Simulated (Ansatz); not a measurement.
in.yaml

```yaml
crystal:
  periodic: [false, false, false]
  atoms:
    - {symbol: C, position_ang: [0.000000, 0.000000, 0.872745]}
    - {symbol: Na, position_ang: [0.000000, 0.000000, -4.396924]}
    - {symbol: H, position_ang: [0.000000, 0.000000, 3.524179]}
basis:
  gaussian: {orbitals: cc-pVDZ}
magnetization: {spin_polarized: false, initial_magnetization: 2}
correlation: {method: fci, electrons: outside_noble_gas}
```

```sh
$ ansatz run in.yaml --threads 1 --pin off --events-out ev --progress --plain --max-ram 2393MiB
```

The program prints:

```
631 factors; integrals over basis functions are off by at most 1.3e-7 eV
mean field evaluation 1: about -5439.3559 eV, gradient 9.0e0 eV
mean field evaluation 2: about -5439.3570 eV, gradient 9.0e0 eV
mean field evaluation 4: about -5439.4002 eV, gradient 1.1e1 eV
mean field evaluation 8: about -5439.6283 eV, gradient 8.5e0 eV
mean field evaluation 16: about -5440.3271 eV, gradient 1.7e-5 eV
mean field evaluation 32: about -5440.0525 eV, gradient 3.8e-2 eV
mean field evaluation 64: about -5440.7957 eV, gradient 9.8e-6 eV
mean field evaluation 96: about -5440.8004 eV, gradient 3.1e-1 eV
mean field evaluation 128: about -5439.6385 eV, gradient 3.1e0 eV
mean field evaluation 160: about -5439.5966 eV, gradient 5.4e0 eV
mean field evaluation 192: about -5439.6417 eV, gradient 1.5e-5 eV
mean field evaluation 224: about -5430.0173 eV, gradient 1.6e1 eV
mean field -5440.86060524 eV, -199.9479392949 hartree, gradient 1.9e-6 eV, S^2 2.000000; 18 other end points of the search recorded, 0 dependent functions left out
mean field evaluation 256: about -5440.4220 eV, gradient 2.2e0 eV
mean field evaluation 288: about -5443.3460 eV, gradient 1.9e-4 eV
determinant -5440.86060524 eV, -199.9479392949 hartree, with singles and doubles -5443.62197949 eV, -200.0494179269 hartree
determinant -5440.79569738 eV, -199.9455539748 hartree, with singles and doubles -5443.57967916 eV, -200.0478634183 hartree
determinant -5440.32713758 eV, -199.9283347200 hartree, with singles and doubles -5444.43325352 eV, -200.0792316974 hartree
determinant -5440.05249787 eV, -199.9182418967 hartree, with singles and doubles -5445.09158297 eV, -200.1034248587 hartree
determinant -5438.87878114 eV, -199.8751086026 hartree, with singles and doubles -5441.52397084 eV, -199.9723175310 hartree
determinant -5438.59867796 eV, -199.8648150005 hartree, with singles and doubles -5442.31826198 eV, -200.0015071919 hartree
determinant -5440.86060524 eV, -199.9479392949 hartree, with singles and doubles -5443.65806346 eV, -200.0507439881 hartree
determinant -5440.79569738 eV, -199.9455539748 hartree, with singles and doubles -5443.59748429 eV, -200.0485177446 hartree
determinant -5440.32713758 eV, -199.9283347200 hartree, with singles and doubles -5444.45004894 eV, -200.0798489176 hartree
determinant -5440.05249787 eV, -199.9182418967 hartree, with singles and doubles -5445.29132288 eV, -200.1107651648 hartree
unrestricted determinant -5443.34601701 eV, -200.0392764928 hartree, S^2 2.9677
6 core orbitals not correlated: weight in the atoms' cores, before any rotation towards them, 1.000 or more for the frozen orbitals, at most 0.000 for the correlated occupied ones
reference -5440.86060524 eV, -199.9479392949 hartree; 4, 2 occupied and 27, 29 virtual orbitals, 631 factors
state -5445.50551873 eV, -200.1186367170 hartree
6 core orbitals not correlated: weight in the atoms' cores, before any rotation towards them, 1.000 or more for the frozen orbitals, at most 0.000 for the correlated occupied ones
state -5445.50598334 eV, -200.1186537913 hartree
Total energy: -5445.50598334 eV, -200.1186537913 hartree
```

Natural occupations: 1.9285 1.3456 1.0001 0.9908 0.6456 0.0465 0.0092 0.0062 0.0056 0.0054 0.0052 0.0039 0.0038 0.0025 0.0003 0.0003 0.0002 0.0001 0.0001 0.0001 0.0001 0.0000 0.0000 0.0000.

Ran on 1 thread of Arm Neoverse V2, shared host: 3.5 min wall, 0.72 GiB peak host memory.
